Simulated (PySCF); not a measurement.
# Gas-phase thermal properties of BF2OH

Energies from PySCF (xtb for GFN2), thermal terms from the rigid-rotor harmonic-oscillator model, ideal gas at 1 bar. 6-31G* has spherical d functions here. All species are closed-shell singlets. B3LYP is the form with VWN-RPA correlation. BF2OH: computed as isolated molecules; such fragments, hydroxides, amides, oligomers or adducts are transient or little studied in the gas. The harmonic model lacks anharmonicity and excited electronic states, which grow with temperature; levels with a mode under 35 cm⁻¹ are left out. Internal rotation in BF2OH is treated as a harmonic vibration of one conformer, which makes the entropy rough.

| level | point group | σ | ZPE (kJ/mol) | S°298 (J/mol/K) | Cp298 (J/mol/K) | S°1000 (J/mol/K) | H1000 − H298 (kJ/mol) |
|---|---|---|---|---|---|---|---|
| B3LYP/6-31G* | Cs | 1 | 64.8 | 272.4 | 57.1 | 364.3 | 55.7 |
| GFN2-xTB | Cs | 1 | 60.0 | 274.9 | 60.4 | 369.9 | 57.4 |
| HF/6-31G* | Cs | 1 | 69.3 | 270.8 | 55.2 | 360.5 | 54.5 |
| PBE/def2-SVP | Cs | 1 | 63.4 | 273.2 | 58.2 | 366.1 | 56.2 |
| PBE0/def2-TZVP | Cs | 1 | 65.2 | 272.4 | 57.2 | 364.3 | 55.7 |
σ: rotational symmetry number. Electronic degeneracy used: 1. Frequencies are unscaled.
